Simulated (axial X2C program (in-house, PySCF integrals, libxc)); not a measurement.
# Photoelectron levels of AlH by EOM-IP-CCSD

Computed with an in-house all-electron X2C program for linear molecules (integrals from PySCF): two-component X2C with atomic mean-field Coulomb and Gaunt terms, Gaussian nuclei, basis Al dyall-v3z, H dyall-v3z with contracted cores.

R = 1.744 Å (1.045 times 1.669 Å, the PBE0 minimum at charge 0 for the lowest determinant).

Vertical ionisation energies of AlH to the states of AlH⁺:

| Ω of AlH⁺ | vertical IE (eV) | above lowest (cm⁻¹) | ionised spinor | one-hole weight |
| --- | --- | --- | --- | --- |
| 1/2 | 8.325 | 0 | 45% Al pσ, 32% Al sσ, 19% H sσ | 0.96 |
| 1/2 | 12.589 | 34388 | 52% Al sσ, 42% H sσ | 0.83 |

This point took 0.67 s on 1 thread of Intel(R) Xeon(R) Processor @ 2.30GHz (shared host).

Reference electrons by ω block (each with its −ω partner): 1/2: 6, 3/2: 1. 4 electrons of AlH correlated (inner shells frozen), 74 natural virtual spinors (a truncated set); levels can be off by some tenths of an eV. Roots sought by Ω: (1/2: 4, 3/2: 3, 5/2: 1); rows need 60 % one-particle weight and stop where some Ω has no more roots. Missing are any skipped roots, higher Ω and states of a further excitation; these come out far too high here and may in truth be low or lowest. T1 of the reference 0.014 (Lee–Taylor). Number of frozen shells: Al 2 s, 1 p; H none.
